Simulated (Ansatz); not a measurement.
```yaml
crystal:
  periodic: [false, false, false]
  atoms:
    - {symbol: C, position_ang: [0.345699, -0.388551, 2.458185]}
    - {symbol: C, position_ang: [0.941341, 0.203061, 1.432563]}
    - {symbol: C, position_ang: [1.129106, -0.398085, 0.080008]}
    - {symbol: C, position_ang: [0.438426, 0.401935, -1.032914]}
    - {symbol: C, position_ang: [-1.048314, 0.403005, -0.912145]}
    - {symbol: C, position_ang: [-1.882792, -0.040164, -1.841844]}
    - {symbol: H, position_ang: [-0.056334, -1.393671, 2.374108]}
    - {symbol: H, position_ang: [0.240856, 0.105419, 3.417259]}
    - {symbol: H, position_ang: [1.325434, 1.215070, 1.559028]}
    - {symbol: H, position_ang: [2.201232, -0.440163, -0.146097]}
    - {symbol: H, position_ang: [0.758817, -1.427580, 0.075774]}
    - {symbol: H, position_ang: [0.727805, -0.003021, -2.006866]}
    - {symbol: H, position_ang: [0.807488, 1.435234, -0.997269]}
    - {symbol: H, position_ang: [-1.451511, 0.785772, 0.023237]}
    - {symbol: H, position_ang: [-1.520404, -0.436839, -2.785804]}
    - {symbol: H, position_ang: [-2.956858, -0.021401, -1.697221]}
basis:
  gaussian: {orbitals: def2-mTZVP}
total_charge: 1
magnetization: {spin_polarized: true, initial_magnetization: 1}
hamiltonian: {xc: {name: B3LYP5}}
```

```sh
$ ansatz run in.yaml --threads 2 --pin off --events-out ev --progress --plain --max-ram 22528MiB --backend cpu
```

It prints (some lines left out):

```
Functional definition: B3LYP5
1544 factors; their error is unknown
mean field evaluation 1: about -6355.0507 eV, gradient 6.0e1 eV
mean field evaluation 2: about -6344.7694 eV, gradient 7.3e1 eV
mean field evaluation 4: about -6371.1973 eV, gradient 1.4e1 eV
mean field evaluation 8: about -6372.5977 eV, gradient 2.3e-1 eV
mean field evaluation 16: about -6372.5305 eV, gradient 4.7e-3 eV
mean field -6372.53047950 eV, -234.1861756653 hartree, gradient 3.9e-5 eV, S^2 0.755196; 1 other end points of the search recorded, 0 dependent functions left out
reference -6372.53076325 eV, -234.1861860930 hartree; 23, 22 occupied and 121, 122 virtual orbitals, 1544 factors
Total energy: -6372.53076325 eV, -234.1861860930 hartree
```

It took 8.1 s on 2 threads of an AMD EPYC 7R13 on a shared host, with 0.52 GiB of host memory at the peak.
